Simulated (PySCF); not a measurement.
PySCF input (BP86/def2-TZVPD):

```python
from pyscf import gto, scf, dft

mol = gto.M(
    atom='''
    C     1.18117604   -0.36779598    0.01854416
    C    -0.00115998    0.51798809   -0.05691682
    O    -1.20555268   -0.12470547    0.10015001
    H    -1.92525557    0.50464161   -0.01377086
    H    -0.00116302    1.40815434   -0.67836497
    H     2.09806429    0.22204659   -0.00681776
    H     1.17235960   -0.95240933    0.94267001
    H     1.22031985   -1.08594199   -0.81468055
    ''',
    basis='def2-tzvpd',
    charge=0,
    spin=1,
    verbose=4,
)

mf = dft.UKS(mol, xc='bp86').density_fit(auxbasis='def2-universal-jkfit')
mf.grids.level = 3
mf.conv_tol = 1e-9
mf.max_cycle = 100
mf.max_memory = 1500
mf.kernel()
if not mf.converged:
    mf = mf.newton()
    mf.kernel(mf.make_rdm1())
for _ in range(2):
    mo, _, stable, _ = mf.stability(return_status=True)
    if stable:
        break
    mf.kernel(mf.make_rdm1(mo, mf.mo_occ))
mf.analyze()
```

Output:

```
PySCF version 2.14.0

[INPUT] verbose = 4
[INPUT] num. atoms = 8
[INPUT] num. electrons = 25
[INPUT] charge = 0
[INPUT] spin (= nelec alpha-beta = 2S) = 1
[INPUT] symmetry False subgroup None
[INPUT] Mole.unit = angstrom
[INPUT] Symbol           X                Y                Z      unit          X                Y                Z       unit  Magmom
[INPUT]  1 C      1.181176040000  -0.367795980000   0.018544160000 AA    2.232099220498  -0.695033671916   0.035043383610 Bohr   0.0
[INPUT]  2 C     -0.001159980000   0.517988090000  -0.056916820000 AA   -0.002192044510   0.978855625887  -0.107557201681 Bohr   0.0
[INPUT]  3 O     -1.205552680000  -0.124705470000   0.100150010000 AA   -2.278164393935  -0.235659184535   0.189256090272 Bohr   0.0
[INPUT]  4 H     -1.925255570000   0.504641610000  -0.013770860000 AA   -3.638205747093   0.953634433960  -0.026023153900 Bohr   0.0
[INPUT]  5 H     -0.001163020000   1.408154340000  -0.678364970000 AA   -0.002197789277   2.661026043718  -1.281924005799 Bohr   0.0
[INPUT]  6 H      2.098064290000   0.222046590000  -0.006817760000 AA    3.964766899830   0.419607241994  -0.012883699183 Bohr   0.0
[INPUT]  7 H      1.172359600000  -0.952409330000   0.942670010000 AA    2.215438563505  -1.799792792181   1.781388144741 Bohr   0.0
[INPUT]  8 H      1.220319850000  -1.085941990000  -0.814680550000 AA    2.306070300870  -2.052132948265  -1.539523118510 Bohr   0.0

nuclear repulsion = 75.0261417571057
number of shells = 65
number of NR pGTOs = 214
number of NR cGTOs = 159
basis = def2-tzvpd
ecp = {}

******** <class 'pyscf.df.df_jk.DFUKS'> ********
method = DFUKS
initial guess = minao
damping factor = 0
level_shift factor = 0
DIIS = <class 'pyscf.scf.diis.CDIIS'>
diis_start_cycle = 1
diis_space = 8
diis_damp = 0
SCF conv_tol = 1e-09
SCF conv_tol_grad = None
SCF max_cycles = 100
direct_scf = False
number electrons alpha = 13  beta = 12
XC library pyscf.dft.libxc version 7.1.2
    S. Lehtola, C. Steigemann, M. J. T. Oliveira, and M. A. L. Marques,  SoftwareX 7, 1–5 (2018)
XC functionals = bp86
    A. D. Becke,  Phys. Rev. A 38, 3098 (1988)
    J. P. Perdew,  Phys. Rev. B 33, 8822 (1986)
    J. P. Perdew,  Phys. Rev. B 34, 7406–7406 (1986)
radial grids:
    Treutler-Ahlrichs [JCP 102, 346 (1995); DOI:10.1063/1.469408] (M4) radial grids

becke partition: Becke, JCP 88, 2547 (1988); DOI:10.1063/1.454033
pruning grids: <function nwchem_prune>
grids dens level: 3
symmetrized grids: False
atomic radii adjust function: <function treutler_atomic_radii_adjust>
small_rho_cutoff = 0
Set gradient conv threshold to 3.16228e-05
tot grids = 91360
init E= -154.553389685414
  alpha nocc = 13  HOMO = -0.169361111639454  LUMO = -0.0291473694704294
  beta  nocc = 12  HOMO = -0.395793821812617  LUMO = -0.169361111639457
[...]
  beta  nocc = 12  HOMO = -0.29564957965488  LUMO = -0.064020722172355
  HOMO = -0.131028368135  LUMO = -0.0640207221724  gap/eV = 1.82337
Extra cycle  E= -154.447336320536  delta_E= 1.04e-11  |g|= 9.95e-06  |ddm|= 3.41e-05
converged SCF energy = -154.447336320536  <S^2> = 0.75282956  2S+1 = 2.0028276
uhf_internal: lowest eigs of H = [0.81079677 0.81880982 0.82043198]
<class 'pyscf.df.df_jk.DFUKS'> wavefunction is stable in the internal stability analysis
**** SCF Summaries ****
Total Energy =                        -154.447336320536124
Nuclear Repulsion Energy =              75.026141757105663
One-electron Energy =                 -357.484288978074687
Two-electron Energy =                  128.010810900432915
Two-electron Coulomb Energy =          149.302172117424533
DFT Exchange-Correlation Energy =      -21.291361216991625
HOMO-LUMO gap [eV] =                     1.823370920586018
**** MO energy ****
                             alpha | beta                alpha | beta
MO #1   energy= -18.8022322132215  | -18.7983064698739  occ= 1 | 1
MO #2   energy= -9.94138764762547  | -9.92964640676535  occ= 1 | 1
MO #3   energy= -9.88923449828905  | -9.88973280942446  occ= 1 | 1
MO #4   energy= -0.972214841357417 | -0.963971825823794 occ= 1 | 1
MO #5   energy= -0.684953537241206 | -0.675585251909343 occ= 1 | 1
MO #6   energy= -0.55356089226132  | -0.544031317738401 occ= 1 | 1
MO #7   energy= -0.487203884782886 | -0.477821325678402 occ= 1 | 1
MO #8   energy= -0.387615805131378 | -0.376781499964846 occ= 1 | 1
MO #9   energy= -0.382287770342874 | -0.370092477032655 occ= 1 | 1
MO #10  energy= -0.350738779608513 | -0.349454055553672 occ= 1 | 1
MO #11  energy= -0.324004330057917 | -0.312006251541276 occ= 1 | 1
MO #12  energy= -0.305751971450106 | -0.29564957965488  occ= 1 | 1
MO #13  energy= -0.131028368135183 | -0.064020722172355 occ= 1 | 0
MO #14  energy= -0.0135151663370081 | -0.0113986281594833 occ= 0 | 0
MO #15  energy= 0.0182563732041357 | 0.0202182644926623 occ= 0 | 0
MO #16  energy= 0.0359265109497476 | 0.0400293303799479 occ= 0 | 0
MO #17  energy= 0.0550629990589095 | 0.0597786765815796 occ= 0 | 0
MO #18  energy= 0.0688225257838044 | 0.0705123960967646 occ= 0 | 0
MO #19  energy= 0.0820192982371588 | 0.0830977576526861 occ= 0 | 0
MO #20  energy= 0.0982742564400289 | 0.10448369155855   occ= 0 | 0
MO #21  energy= 0.106954250017717  | 0.108719742926871  occ= 0 | 0
MO #22  energy= 0.109676268947731  | 0.114238192687354  occ= 0 | 0
MO #23  energy= 0.119076532889689  | 0.1252109244931    occ= 0 | 0
MO #24  energy= 0.131785448201455  | 0.135407810056886  occ= 0 | 0
MO #25  energy= 0.1541116432943    | 0.159214562530678  occ= 0 | 0
MO #26  energy= 0.177171403499021  | 0.182286136415014  occ= 0 | 0
MO #27  energy= 0.184501034068589  | 0.186725437287175  occ= 0 | 0
MO #28  energy= 0.190764971344609  | 0.196943710392519  occ= 0 | 0
MO #29  energy= 0.21151344364009   | 0.217383875692892  occ= 0 | 0
MO #30  energy= 0.217991260632143  | 0.224665061629088  occ= 0 | 0
MO #31  energy= 0.224328969356305  | 0.229415272481738  occ= 0 | 0
MO #32  energy= 0.241745884787165  | 0.244706828235494  occ= 0 | 0
MO #33  energy= 0.254597346879758  | 0.256621699392108  occ= 0 | 0
MO #34  energy= 0.256523792241058  | 0.259832724206318  occ= 0 | 0
MO #35  energy= 0.27306897203747   | 0.27444340611749   occ= 0 | 0
MO #36  energy= 0.277762218444363  | 0.280894564227882  occ= 0 | 0
MO #37  energy= 0.281088196092149  | 0.286201409724733  occ= 0 | 0
MO #38  energy= 0.289957594490979  | 0.295307559899924  occ= 0 | 0
MO #39  energy= 0.292685117983615  | 0.300872083709122  occ= 0 | 0
MO #40  energy= 0.3091788903998    | 0.312756414834765  occ= 0 | 0
MO #41  energy= 0.318289978204145  | 0.326262068593549  occ= 0 | 0
MO #42  energy= 0.328939959364614  | 0.335623729530025  occ= 0 | 0
MO #43  energy= 0.339117467676997  | 0.343877629345408  occ= 0 | 0
MO #44  energy= 0.348689690502366  | 0.355228000543248  occ= 0 | 0
MO #45  energy= 0.373189195402394  | 0.376312751744045  occ= 0 | 0
MO #46  energy= 0.378345670679133  | 0.38285048507572   occ= 0 | 0
MO #47  energy= 0.394508334842358  | 0.397304289665359  occ= 0 | 0
MO #48  energy= 0.403634918991692  | 0.406699269292181  occ= 0 | 0
MO #49  energy= 0.416073182413192  | 0.419950309399011  occ= 0 | 0
MO #50  energy= 0.421327301218908  | 0.424136334605112  occ= 0 | 0
MO #51  energy= 0.436425145572634  | 0.44075293909885   occ= 0 | 0
MO #52  energy= 0.450590723205759  | 0.459151903662758  occ= 0 | 0
MO #53  energy= 0.462834016785389  | 0.469820656725164  occ= 0 | 0
MO #54  energy= 0.501998983862409  | 0.507499159085685  occ= 0 | 0
MO #55  energy= 0.510392584506156  | 0.517195247768029  occ= 0 | 0
MO #56  energy= 0.518980202044538  | 0.530547404095963  occ= 0 | 0
MO #57  energy= 0.550718021964869  | 0.556270908235863  occ= 0 | 0
MO #58  energy= 0.57164956640786   | 0.578031196705877  occ= 0 | 0
MO #59  energy= 0.584437920962132  | 0.592792125837253  occ= 0 | 0
MO #60  energy= 0.589427202902039  | 0.59793120522733   occ= 0 | 0
MO #61  energy= 0.625620337764528  | 0.63300756751961   occ= 0 | 0
MO #62  energy= 0.642965197047373  | 0.647127384868928  occ= 0 | 0
MO #63  energy= 0.654111424054585  | 0.656883797637043  occ= 0 | 0
MO #64  energy= 0.668080567962767  | 0.6714682596594    occ= 0 | 0
MO #65  energy= 0.677820748434511  | 0.68201376050561   occ= 0 | 0
MO #66  energy= 0.681252615701713  | 0.685943848396751  occ= 0 | 0
MO #67  energy= 0.710895542407833  | 0.716946038991633  occ= 0 | 0
MO #68  energy= 0.739336905077735  | 0.745685115698322  occ= 0 | 0
MO #69  energy= 0.804736365361766  | 0.81305362570431   occ= 0 | 0
MO #70  energy= 0.827445154654878  | 0.83299061240389   occ= 0 | 0
MO #71  energy= 0.847320932287307  | 0.85284700120587   occ= 0 | 0
MO #72  energy= 0.873963098393897  | 0.880809430538438  occ= 0 | 0
MO #73  energy= 0.921137238887781  | 0.928027320973847  occ= 0 | 0
MO #74  energy= 0.949016063631271  | 0.955206083768726  occ= 0 | 0
MO #75  energy= 0.960485639222979  | 0.975900698396263  occ= 0 | 0
MO #76  energy= 0.996714954863926  | 1.01031896428241   occ= 0 | 0
MO #77  energy= 1.07449675054602   | 1.08403095791052   occ= 0 | 0
MO #78  energy= 1.08866760646054   | 1.10209592424297   occ= 0 | 0
MO #79  energy= 1.10795851406029   | 1.12331012863586   occ= 0 | 0
MO #80  energy= 1.1592160231697    | 1.16880191039105   occ= 0 | 0
MO #81  energy= 1.20314318956149   | 1.211543066171     occ= 0 | 0
MO #82  energy= 1.23880362479749   | 1.24482142036575   occ= 0 | 0
MO #83  energy= 1.2716307812725    | 1.27843557927854   occ= 0 | 0
MO #84  energy= 1.54381969401002   | 1.55342355607856   occ= 0 | 0
MO #85  energy= 1.56067064163372   | 1.57796677540918   occ= 0 | 0
MO #86  energy= 1.60045951288291   | 1.62370893952185   occ= 0 | 0
MO #87  energy= 1.62344423854699   | 1.64539886608771   occ= 0 | 0
MO #88  energy= 1.66485880314447   | 1.67029928381348   occ= 0 | 0
MO #89  energy= 1.67215990461564   | 1.6851519075096    occ= 0 | 0
MO #90  energy= 1.7161075169794    | 1.72508435432144   occ= 0 | 0
MO #91  energy= 1.7392203533912    | 1.74311122559572   occ= 0 | 0
MO #92  energy= 1.78644043157259   | 1.79039992696391   occ= 0 | 0
MO #93  energy= 1.79180143968905   | 1.8015472857867    occ= 0 | 0
MO #94  energy= 1.86013301827926   | 1.87068203343956   occ= 0 | 0
MO #95  energy= 1.86822336678152   | 1.87704919156968   occ= 0 | 0
MO #96  energy= 1.88865707279315   | 1.90467935966869   occ= 0 | 0
MO #97  energy= 1.94232419436159   | 1.95756315146612   occ= 0 | 0
MO #98  energy= 1.98744096457502   | 1.99584704454065   occ= 0 | 0
MO #99  energy= 2.06070391268136   | 2.06873635870568   occ= 0 | 0
MO #100 energy= 2.13576485280722   | 2.14354707889995   occ= 0 | 0
MO #101 energy= 2.15512071891774   | 2.16102382071018   occ= 0 | 0
MO #102 energy= 2.17517465863574   | 2.18234008576156   occ= 0 | 0
MO #103 energy= 2.21465033356417   | 2.23251697643683   occ= 0 | 0
MO #104 energy= 2.26578432557724   | 2.27886525776029   occ= 0 | 0
[...]
```

It need not be the lowest isomer of its formula.
